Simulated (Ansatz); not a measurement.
C₃H₇NO (`COC(C)=N`), charge 0, multiplicity 1.

(1) Give a relaxed structure at PBE0-D4/def2-TZVP (the Gaussian-basis code of Ansatz). (Best estimate.)

Results:

(1) The calculation gave: 
Z-matrix (Å, degrees):
```
C
O 1 1.419
H 1 1.092 2 110.7
H 1 1.089 2 105.8 3 119.9
H 1 1.092 2 110.7 3 -120.2
C 2 1.341 1 116.0 3 60.1
N 6 1.265 2 121.0 1 0.0
C 6 1.496 2 110.4 1 180.0
H 7 1.014 6 110.6 2 180.0
H 8 1.089 6 111.0 2 179.7
H 8 1.092 6 109.9 2 -59.3
H 8 1.092 6 109.9 2 58.6
```
Point group Cs.
This is one stationary point; other conformers may exist.
